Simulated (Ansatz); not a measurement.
# Down a group: atomization energies of AlCN, GaCN

Ansatz 0.2.0, basis cc-pVDZ; geometries are PBE0/def2-TZVP minima. Wave-function levels freeze the cores with the filled d shells of p-block atoms; HF, MP2 and coupled cluster are restricted for singlets and unrestricted otherwise, atoms included (their steps beyond CCSDT(Q) come from restricted open-shell runs), restricted open-shell where a d shell is frozen. The reference is CCSDT(Q) or CCSDTQ (coupled cluster only where its series has nearly closed). An error is the level's value less the reference. None of these values is a measured one. Energies are electronic, without zero-point terms. No spin–orbit coupling and no scalar relativity. The set is small: it underbinds, by tens of kJ/mol for each bond, so near ties and functionals' places can change in larger sets. The species are chosen: bound, without strong static correlation by their natural occupations or amplitudes, in their lowest spin state as far as vertical gaps and like structures tell, and with a ladder that closes on the reference, so errors are smaller than for species at large; levels whose determinant breaks symmetry or spin markedly are left out.

| species | bonds (Å) | quantity | symmetry of the states | reference | value (kJ/mol) | error CCSD | error CCSD(T) | error CCSDT |
| --- | --- | --- | --- | --- | --- | --- | --- | --- |
| AlCN, singlet | C–Al 2.025, C–N 1.157, angle at C 180° | atomization | Σ⁺ | CCSDT(Q) | 1099.8 | -34.4 | -3.1 | -4.4 |
| GaCN, singlet | C–Ga 2.079, C–N 1.157, angle at C 180° | atomization | Σ⁺ | CCSDTQ | 1077.8 | -33.9 | -2.6 | -3.7 |

The reference falls from Al to Ga, by 22.0 kJ/mol in all.
